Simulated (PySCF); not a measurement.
Potential energy curve for SMILES NC. The N2–H7 bond (N2 also carries C, H; H7 carries nothing else) is stretched with both fragments frozen at the PBE0/def2-TZVP optimised geometry.

- UHF/cc-pVDZ (PySCF)
- RHF/cc-pVDZ (PySCF)
- UKS-BLYP = unrestricted BLYP/cc-pVDZ (PySCF)
- RKS-BLYP = restricted BLYP/cc-pVDZ (PySCF)
- UKS-PBE = unrestricted PBE/cc-pVDZ in PySCF 2.14.0
- RKS-PBE = restricted PBE/cc-pVDZ in PySCF 2.14.0
- UKS-M06-2X = unrestricted M06-2X/cc-pVDZ (PySCF 2.14.0)
- RKS-M06-2X = restricted M06-2X/cc-pVDZ in PySCF
- UKS-B3LYP/6-31G* = PySCF with unrestricted B3LYP/6-31G*, spherical d
- RKS-B3LYP/6-31G* = restricted B3LYP/6-31G*, spherical d in PySCF
- UKS-BP86/6-31G* = unrestricted BP86/6-31G*, spherical d (PySCF 2.14.0)
- RKS-BP86/6-31G* = restricted BP86/6-31G*, spherical d run with PySCF
- UKS-B3LYP/6-311+G** = unrestricted B3LYP/6-311+G**, spherical d (PySCF)
- RKS-B3LYP/6-311+G** = restricted B3LYP/6-311+G**, spherical d in PySCF

Scanned distances (Å): 0.75, 0.81, 0.85, 0.92, 0.96, 0.98, 1.01, 1.04, 1.07, 1.12, 1.18, 1.25, 1.38, 1.51, 1.66, 1.83, 2.00, 2.22, 2.48, 2.71, 3.04, 3.54.

Question: Where does the unrestricted solution first break spin symmetry (<S²> of 0.01 or more)?

Answer: UHF: between 1.38 and 1.51 Å; UKS-BLYP: between 1.66 and 1.83 Å; UKS-PBE: between 1.83 and 2.00 Å; UKS-M06-2X: between 1.66 and 1.83 Å; UKS-B3LYP/6-31G*: between 1.66 and 1.83 Å; UKS-BP86/6-31G*: between 1.83 and 2.00 Å; UKS-B3LYP/6-311+G**: between 1.66 and 1.83 Å.

```json
[
 {"R / Å": "0.75", "<S²> UHF": "0.00", "E(RHF) − E(UHF) / eV": "0.000", "<S²> UKS-BLYP": "0.00", "E(RKS-BLYP) − E(UKS-BLYP) / eV": "0.000", "<S²> UKS-PBE": "0.00", "E(RKS-PBE) − E(UKS-PBE) / eV": "0.000", "<S²> UKS-M06-2X": "0.00", "E(RKS-M06-2X) − E(UKS-M06-2X) / eV": "0.000", "<S²> UKS-B3LYP/6-31G*": "0.00", "E(RKS-B3LYP/6-31G*) − E(UKS-B3LYP/6-31G*) / eV": "0.000", "<S²> UKS-BP86/6-31G*": "0.00", "E(RKS-BP86/6-31G*) − E(UKS-BP86/6-31G*) / eV": "0.000", "<S²> UKS-B3LYP/6-311+G**": "0.00", "E(RKS-B3LYP/6-311+G**) − E(UKS-B3LYP/6-311+G**) / eV": "0.000"},
 {"R / Å": "0.81", "<S²> UHF": "0.00", "E(RHF) − E(UHF) / eV": "0.000", "<S²> UKS-BLYP": "0.00", "E(RKS-BLYP) − E(UKS-BLYP) / eV": "0.000", "<S²> UKS-PBE": "0.00", "E(RKS-PBE) − E(UKS-PBE) / eV": "0.000", "<S²> UKS-M06-2X": "0.00", "E(RKS-M06-2X) − E(UKS-M06-2X) / eV": "0.000", "<S²> UKS-B3LYP/6-31G*": "0.00", "E(RKS-B3LYP/6-31G*) − E(UKS-B3LYP/6-31G*) / eV": "0.000", "<S²> UKS-BP86/6-31G*": "0.00", "E(RKS-BP86/6-31G*) − E(UKS-BP86/6-31G*) / eV": "0.000", "<S²> UKS-B3LYP/6-311+G**": "0.00", "E(RKS-B3LYP/6-311+G**) − E(UKS-B3LYP/6-311+G**) / eV": "0.000"},
 {"R / Å": "0.85", "<S²> UHF": "0.00", "E(RHF) − E(UHF) / eV": "0.000", "<S²> UKS-BLYP": "0.00", "E(RKS-BLYP) − E(UKS-BLYP) / eV": "0.000", "<S²> UKS-PBE": "0.00", "E(RKS-PBE) − E(UKS-PBE) / eV": "0.000", "<S²> UKS-M06-2X": "0.00", "E(RKS-M06-2X) − E(UKS-M06-2X) / eV": "0.000", "<S²> UKS-B3LYP/6-31G*": "0.00", "E(RKS-B3LYP/6-31G*) − E(UKS-B3LYP/6-31G*) / eV": "0.000", "<S²> UKS-BP86/6-31G*": "0.00", "E(RKS-BP86/6-31G*) − E(UKS-BP86/6-31G*) / eV": "0.000", "<S²> UKS-B3LYP/6-311+G**": "0.00", "E(RKS-B3LYP/6-311+G**) − E(UKS-B3LYP/6-311+G**) / eV": "0.000"},
 {"R / Å": "0.92", "<S²> UHF": "0.00", "E(RHF) − E(UHF) / eV": "0.000", "<S²> UKS-BLYP": "0.00", "E(RKS-BLYP) − E(UKS-BLYP) / eV": "0.000", "<S²> UKS-PBE": "0.00", "E(RKS-PBE) − E(UKS-PBE) / eV": "0.000", "<S²> UKS-M06-2X": "0.00", "E(RKS-M06-2X) − E(UKS-M06-2X) / eV": "0.000", "<S²> UKS-B3LYP/6-31G*": "0.00", "E(RKS-B3LYP/6-31G*) − E(UKS-B3LYP/6-31G*) / eV": "0.000", "<S²> UKS-BP86/6-31G*": "0.00", "E(RKS-BP86/6-31G*) − E(UKS-BP86/6-31G*) / eV": "0.000", "<S²> UKS-B3LYP/6-311+G**": "0.00", "E(RKS-B3LYP/6-311+G**) − E(UKS-B3LYP/6-311+G**) / eV": "0.000"},
 {"R / Å": "0.96", "<S²> UHF": "0.00", "E(RHF) − E(UHF) / eV": "0.000", "<S²> UKS-BLYP": "0.00", "E(RKS-BLYP) − E(UKS-BLYP) / eV": "0.000", "<S²> UKS-PBE": "0.00", "E(RKS-PBE) − E(UKS-PBE) / eV": "0.000", "<S²> UKS-M06-2X": "0.00", "E(RKS-M06-2X) − E(UKS-M06-2X) / eV": "0.000", "<S²> UKS-B3LYP/6-31G*": "0.00", "E(RKS-B3LYP/6-31G*) − E(UKS-B3LYP/6-31G*) / eV": "0.000", "<S²> UKS-BP86/6-31G*": "0.00", "E(RKS-BP86/6-31G*) − E(UKS-BP86/6-31G*) / eV": "0.000", "<S²> UKS-B3LYP/6-311+G**": "0.00", "E(RKS-B3LYP/6-311+G**) − E(UKS-B3LYP/6-311+G**) / eV": "0.000"},
 {"R / Å": "0.98", "<S²> UHF": "0.00", "E(RHF) − E(UHF) / eV": "0.000", "<S²> UKS-BLYP": "0.00", "E(RKS-BLYP) − E(UKS-BLYP) / eV": "0.000", "<S²> UKS-PBE": "0.00", "E(RKS-PBE) − E(UKS-PBE) / eV": "0.000", "<S²> UKS-M06-2X": "0.00", "E(RKS-M06-2X) − E(UKS-M06-2X) / eV": "0.000", "<S²> UKS-B3LYP/6-31G*": "0.00", "E(RKS-B3LYP/6-31G*) − E(UKS-B3LYP/6-31G*) / eV": "0.000", "<S²> UKS-BP86/6-31G*": "0.00", "E(RKS-BP86/6-31G*) − E(UKS-BP86/6-31G*) / eV": "0.000", "<S²> UKS-B3LYP/6-311+G**": "0.00", "E(RKS-B3LYP/6-311+G**) − E(UKS-B3LYP/6-311+G**) / eV": "0.000"},
 {"R / Å": "1.01", "<S²> UHF": "0.00", "E(RHF) − E(UHF) / eV": "0.000", "<S²> UKS-BLYP": "0.00", "E(RKS-BLYP) − E(UKS-BLYP) / eV": "0.000", "<S²> UKS-PBE": "0.00", "E(RKS-PBE) − E(UKS-PBE) / eV": "0.000", "<S²> UKS-M06-2X": "0.00", "E(RKS-M06-2X) − E(UKS-M06-2X) / eV": "0.000", "<S²> UKS-B3LYP/6-31G*": "0.00", "E(RKS-B3LYP/6-31G*) − E(UKS-B3LYP/6-31G*) / eV": "0.000", "<S²> UKS-BP86/6-31G*": "0.00", "E(RKS-BP86/6-31G*) − E(UKS-BP86/6-31G*) / eV": "0.000", "<S²> UKS-B3LYP/6-311+G**": "0.00", "E(RKS-B3LYP/6-311+G**) − E(UKS-B3LYP/6-311+G**) / eV": "0.000"},
 {"R / Å": "1.04", "<S²> UHF": "0.00", "E(RHF) − E(UHF) / eV": "0.000", "<S²> UKS-BLYP": "0.00", "E(RKS-BLYP) − E(UKS-BLYP) / eV": "0.000", "<S²> UKS-PBE": "0.00", "E(RKS-PBE) − E(UKS-PBE) / eV": "0.000", "<S²> UKS-M06-2X": "0.00", "E(RKS-M06-2X) − E(UKS-M06-2X) / eV": "0.000", "<S²> UKS-B3LYP/6-31G*": "0.00", "E(RKS-B3LYP/6-31G*) − E(UKS-B3LYP/6-31G*) / eV": "0.000", "<S²> UKS-BP86/6-31G*": "0.00", "E(RKS-BP86/6-31G*) − E(UKS-BP86/6-31G*) / eV": "0.000", "<S²> UKS-B3LYP/6-311+G**": "0.00", "E(RKS-B3LYP/6-311+G**) − E(UKS-B3LYP/6-311+G**) / eV": "0.000"},
 {"R / Å": "1.07", "<S²> UHF": "0.00", "E(RHF) − E(UHF) / eV": "0.000", "<S²> UKS-BLYP": "0.00", "E(RKS-BLYP) − E(UKS-BLYP) / eV": "0.000", "<S²> UKS-PBE": "0.00", "E(RKS-PBE) − E(UKS-PBE) / eV": "0.000", "<S²> UKS-M06-2X": "0.00", "E(RKS-M06-2X) − E(UKS-M06-2X) / eV": "0.000", "<S²> UKS-B3LYP/6-31G*": "0.00", "E(RKS-B3LYP/6-31G*) − E(UKS-B3LYP/6-31G*) / eV": "0.000", "<S²> UKS-BP86/6-31G*": "0.00", "E(RKS-BP86/6-31G*) − E(UKS-BP86/6-31G*) / eV": "0.000", "<S²> UKS-B3LYP/6-311+G**": "0.00", "E(RKS-B3LYP/6-311+G**) − E(UKS-B3LYP/6-311+G**) / eV": "0.000"},
 {"R / Å": "1.12", "<S²> UHF": "0.00", "E(RHF) − E(UHF) / eV": "0.000", "<S²> UKS-BLYP": "0.00", "E(RKS-BLYP) − E(UKS-BLYP) / eV": "0.000", "<S²> UKS-PBE": "0.00", "E(RKS-PBE) − E(UKS-PBE) / eV": "0.000", "<S²> UKS-M06-2X": "0.00", "E(RKS-M06-2X) − E(UKS-M06-2X) / eV": "0.000", "<S²> UKS-B3LYP/6-31G*": "0.00", "E(RKS-B3LYP/6-31G*) − E(UKS-B3LYP/6-31G*) / eV": "0.000", "<S²> UKS-BP86/6-31G*": "0.00", "E(RKS-BP86/6-31G*) − E(UKS-BP86/6-31G*) / eV": "0.000", "<S²> UKS-B3LYP/6-311+G**": "0.00", "E(RKS-B3LYP/6-311+G**) − E(UKS-B3LYP/6-311+G**) / eV": "0.000"},
 {"R / Å": "1.18", "<S²> UHF": "0.00", "E(RHF) − E(UHF) / eV": "0.000", "<S²> UKS-BLYP": "0.00", "E(RKS-BLYP) − E(UKS-BLYP) / eV": "0.000", "<S²> UKS-PBE": "0.00", "E(RKS-PBE) − E(UKS-PBE) / eV": "0.000", "<S²> UKS-M06-2X": "0.00", "E(RKS-M06-2X) − E(UKS-M06-2X) / eV": "0.000", "<S²> UKS-B3LYP/6-31G*": "0.00", "E(RKS-B3LYP/6-31G*) − E(UKS-B3LYP/6-31G*) / eV": "0.000", "<S²> UKS-BP86/6-31G*": "0.00", "E(RKS-BP86/6-31G*) − E(UKS-BP86/6-31G*) / eV": "0.000", "<S²> UKS-B3LYP/6-311+G**": "0.00", "E(RKS-B3LYP/6-311+G**) − E(UKS-B3LYP/6-311+G**) / eV": "0.000"},
 {"R / Å": "1.25", "<S²> UHF": "0.00", "E(RHF) − E(UHF) / eV": "0.000", "<S²> UKS-BLYP": "0.00", "E(RKS-BLYP) − E(UKS-BLYP) / eV": "0.000", "<S²> UKS-PBE": "0.00", "E(RKS-PBE) − E(UKS-PBE) / eV": "0.000", "<S²> UKS-M06-2X": "0.00", "E(RKS-M06-2X) − E(UKS-M06-2X) / eV": "0.000", "<S²> UKS-B3LYP/6-31G*": "0.00", "E(RKS-B3LYP/6-31G*) − E(UKS-B3LYP/6-31G*) / eV": "0.000", "<S²> UKS-BP86/6-31G*": "0.00", "E(RKS-BP86/6-31G*) − E(UKS-BP86/6-31G*) / eV": "0.000", "<S²> UKS-B3LYP/6-311+G**": "0.00", "E(RKS-B3LYP/6-311+G**) − E(UKS-B3LYP/6-311+G**) / eV": "0.000"},
 {"R / Å": "1.38", "<S²> UHF": "0.00", "E(RHF) − E(UHF) / eV": "0.000", "<S²> UKS-BLYP": "0.00", "E(RKS-BLYP) − E(UKS-BLYP) / eV": "0.000", "<S²> UKS-PBE": "0.00", "E(RKS-PBE) − E(UKS-PBE) / eV": "0.000", "<S²> UKS-M06-2X": "0.00", "E(RKS-M06-2X) − E(UKS-M06-2X) / eV": "0.000", "<S²> UKS-B3LYP/6-31G*": "0.00", "E(RKS-B3LYP/6-31G*) − E(UKS-B3LYP/6-31G*) / eV": "0.000", "<S²> UKS-BP86/6-31G*": "0.00", "E(RKS-BP86/6-31G*) − E(UKS-BP86/6-31G*) / eV": "0.000", "<S²> UKS-B3LYP/6-311+G**": "0.00", "E(RKS-B3LYP/6-311+G**) − E(UKS-B3LYP/6-311+G**) / eV": "0.000"},
 {"R / Å": "1.51", "<S²> UHF": "0.22", "E(RHF) − E(UHF) / eV": "0.048", "<S²> UKS-BLYP": "0.00", "E(RKS-BLYP) − E(UKS-BLYP) / eV": "0.000", "<S²> UKS-PBE": "0.00", "E(RKS-PBE) − E(UKS-PBE) / eV": "0.000", "<S²> UKS-M06-2X": "0.00", "E(RKS-M06-2X) − E(UKS-M06-2X) / eV": "0.000", "<S²> UKS-B3LYP/6-31G*": "0.00", "E(RKS-B3LYP/6-31G*) − E(UKS-B3LYP/6-31G*) / eV": "0.000", "<S²> UKS-BP86/6-31G*": "0.00", "E(RKS-BP86/6-31G*) − E(UKS-BP86/6-31G*) / eV": "0.000", "<S²> UKS-B3LYP/6-311+G**": "0.00", "E(RKS-B3LYP/6-311+G**) − E(UKS-B3LYP/6-311+G**) / eV": "0.000"},
 {"R / Å": "1.66", "<S²> UHF": "0.58", "E(RHF) − E(UHF) / eV": "0.457", "<S²> UKS-BLYP": "0.00", "E(RKS-BLYP) − E(UKS-BLYP) / eV": "0.000", "<S²> UKS-PBE": "0.00", "E(RKS-PBE) − E(UKS-PBE) / eV": "0.000", "<S²> UKS-M06-2X": "0.00", "E(RKS-M06-2X) − E(UKS-M06-2X) / eV": "0.000", "<S²> UKS-B3LYP/6-31G*": "0.00", "E(RKS-B3LYP/6-31G*) − E(UKS-B3LYP/6-31G*) / eV": "0.000", "<S²> UKS-BP86/6-31G*": "0.00", "E(RKS-BP86/6-31G*) − E(UKS-BP86/6-31G*) / eV": "0.000", "<S²> UKS-B3LYP/6-311+G**": "0.00", "E(RKS-B3LYP/6-311+G**) − E(UKS-B3LYP/6-311+G**) / eV": "0.000"},
 {"R / Å": "1.83", "<S²> UHF": "0.79", "E(RHF) − E(UHF) / eV": "1.141", "<S²> UKS-BLYP": "0.04", "E(RKS-BLYP) − E(UKS-BLYP) / eV": "0.001", "<S²> UKS-PBE": "0.00", "E(RKS-PBE) − E(UKS-PBE) / eV": "0.000", "<S²> UKS-M06-2X": "0.24", "E(RKS-M06-2X) − E(UKS-M06-2X) / eV": "0.025", "<S²> UKS-B3LYP/6-31G*": "0.26", "E(RKS-B3LYP/6-31G*) − E(UKS-B3LYP/6-31G*) / eV": "0.046", "<S²> UKS-BP86/6-31G*": "0.00", "E(RKS-BP86/6-31G*) − E(UKS-BP86/6-31G*) / eV": "0.000", "<S²> UKS-B3LYP/6-311+G**": "0.24", "E(RKS-B3LYP/6-311+G**) − E(UKS-B3LYP/6-311+G**) / eV": "0.038"},
 {"R / Å": "2.00", "<S²> UHF": "0.89", "E(RHF) − E(UHF) / eV": "1.854", "<S²> UKS-BLYP": "0.37", "E(RKS-BLYP) − E(UKS-BLYP) / eV": "0.077", "<S²> UKS-PBE": "0.41", "E(RKS-PBE) − E(UKS-PBE) / eV": "0.076", "<S²> UKS-M06-2X": "0.65", "E(RKS-M06-2X) − E(UKS-M06-2X) / eV": "0.314", "<S²> UKS-B3LYP/6-31G*": "0.57", "E(RKS-B3LYP/6-31G*) − E(UKS-B3LYP/6-31G*) / eV": "0.258", "<S²> UKS-BP86/6-31G*": "0.34", "E(RKS-BP86/6-31G*) − E(UKS-BP86/6-31G*) / eV": "0.052", "<S²> UKS-B3LYP/6-311+G**": "0.55", "E(RKS-B3LYP/6-311+G**) − E(UKS-B3LYP/6-311+G**) / eV": "0.234"},
 {"R / Å": "2.22", "<S²> UHF": "0.95", "E(RHF) − E(UHF) / eV": "2.695", "<S²> UKS-BLYP": "0.65", "E(RKS-BLYP) − E(UKS-BLYP) / eV": "0.279", "<S²> UKS-PBE": "0.72", "E(RKS-PBE) − E(UKS-PBE) / eV": "0.317", "<S²> UKS-M06-2X": "0.85", "E(RKS-M06-2X) − E(UKS-M06-2X) / eV": "0.831", "<S²> UKS-B3LYP/6-31G*": "0.79", "E(RKS-B3LYP/6-31G*) − E(UKS-B3LYP/6-31G*) / eV": "0.632", "<S²> UKS-BP86/6-31G*": "0.67", "E(RKS-BP86/6-31G*) − E(UKS-BP86/6-31G*) / eV": "0.262", "<S²> UKS-B3LYP/6-311+G**": "0.78", "E(RKS-B3LYP/6-311+G**) − E(UKS-B3LYP/6-311+G**) / eV": "0.589"},
 {"R / Å": "2.48", "<S²> UHF": "0.99", "E(RHF) − E(UHF) / eV": "3.524", "<S²> UKS-BLYP": "0.84", "E(RKS-BLYP) − E(UKS-BLYP) / eV": "0.551", "<S²> UKS-PBE": "0.88", "E(RKS-PBE) − E(UKS-PBE) / eV": "0.639", "<S²> UKS-M06-2X": "0.94", "E(RKS-M06-2X) − E(UKS-M06-2X) / eV": "1.416", "<S²> UKS-B3LYP/6-31G*": "0.91", "E(RKS-B3LYP/6-31G*) − E(UKS-B3LYP/6-31G*) / eV": "1.063", "<S²> UKS-BP86/6-31G*": "0.86", "E(RKS-BP86/6-31G*) − E(UKS-BP86/6-31G*) / eV": "0.559", "<S²> UKS-B3LYP/6-311+G**": "0.91", "E(RKS-B3LYP/6-311+G**) − E(UKS-B3LYP/6-311+G**) / eV": "1.001"},
 {"R / Å": "2.71", "<S²> UHF": "1.00", "E(RHF) − E(UHF) / eV": "4.122", "<S²> UKS-BLYP": "0.92", "E(RKS-BLYP) − E(UKS-BLYP) / eV": "0.768", "<S²> UKS-PBE": "0.95", "E(RKS-PBE) − E(UKS-PBE) / eV": "0.889", "<S²> UKS-M06-2X": "0.97", "E(RKS-M06-2X) − E(UKS-M06-2X) / eV": "1.852", "<S²> UKS-B3LYP/6-31G*": "0.96", "E(RKS-B3LYP/6-31G*) − E(UKS-B3LYP/6-31G*) / eV": "1.385", "<S²> UKS-BP86/6-31G*": "0.93", "E(RKS-BP86/6-31G*) − E(UKS-BP86/6-31G*) / eV": "0.794", "<S²> UKS-B3LYP/6-311+G**": "0.96", "E(RKS-B3LYP/6-311+G**) − E(UKS-B3LYP/6-311+G**) / eV": "1.308"},
 {"R / Å": "3.04", "<S²> UHF": "1.01", "E(RHF) − E(UHF) / eV": "4.803", "<S²> UKS-BLYP": "0.97", "E(RKS-BLYP) − E(UKS-BLYP) / eV": "1.014", "<S²> UKS-PBE": "0.98", "E(RKS-PBE) − E(UKS-PBE) / eV": "1.166", "<S²> UKS-M06-2X": "0.00", "E(RKS-M06-2X) − E(UKS-M06-2X) / eV": "—", "<S²> UKS-B3LYP/6-31G*": "0.99", "E(RKS-B3LYP/6-31G*) − E(UKS-B3LYP/6-31G*) / eV": "1.743", "<S²> UKS-BP86/6-31G*": "0.98", "E(RKS-BP86/6-31G*) − E(UKS-BP86/6-31G*) / eV": "1.059", "<S²> UKS-B3LYP/6-311+G**": "0.99", "E(RKS-B3LYP/6-311+G**) − E(UKS-B3LYP/6-311+G**) / eV": "1.645"},
 {"R / Å": "3.54", "<S²> UHF": "1.01", "E(RHF) − E(UHF) / eV": "5.538", "<S²> UKS-BLYP": "1.00", "E(RKS-BLYP) − E(UKS-BLYP) / eV": "1.258", "<S²> UKS-PBE": "1.00", "E(RKS-PBE) − E(UKS-PBE) / eV": "1.432", "<S²> UKS-M06-2X": "0.00", "E(RKS-M06-2X) − E(UKS-M06-2X) / eV": "—", "<S²> UKS-B3LYP/6-31G*": "1.00", "E(RKS-B3LYP/6-31G*) − E(UKS-B3LYP/6-31G*) / eV": "2.101", "<S²> UKS-BP86/6-31G*": "1.00", "E(RKS-BP86/6-31G*) − E(UKS-BP86/6-31G*) / eV": "1.317", "<S²> UKS-B3LYP/6-311+G**": "1.00", "E(RKS-B3LYP/6-311+G**) − E(UKS-B3LYP/6-311+G**) / eV": "1.973"}
]
```

Dashes: no converged value, or the column stops at the first point that the program doubted or that broke a chosen test of continuity, which isn't proof of a fault.
